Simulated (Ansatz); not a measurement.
# Predicting the next basis: CCSD(T) on SF2 (sulfur difluoride)

SF2 has 3 atoms, charge 0, and is taken as a singlet. SMILES: `FSF`. The shape is that of a PBE0-D4/def2-TZVP optimisation.

CCSD(T) correlation energies, 7 core orbitals frozen (Ansatz 0.2.0):

| basis | X | correlation energy (Eh) |
| --- | --- | --- |
| cc-pVDZ | 2 | -0.527382 |
| cc-pVTZ | 3 | -0.709714 |
| cc-pVQZ | 4 | ? |

Task: Take E(X) = E∞ + A/X³, fix the two constants on the known rows and predict the third.

Result: 
1. A = (-0.527382 − (-0.709714))/(1/8 − 1/27) = 2.07283 Eh.
2. E∞ = -0.709714 − 2.07283/27 = -0.786485 Eh.
3. X = 4: -0.786485 + 2.07283/64 = -0.754097 Eh.

The run gave -0.773072 Eh, so the prediction is off by +19.0 mEh, 30 % of the last step. The small sets lie short of the range where X⁻³ holds, so the true step is larger than predicted.
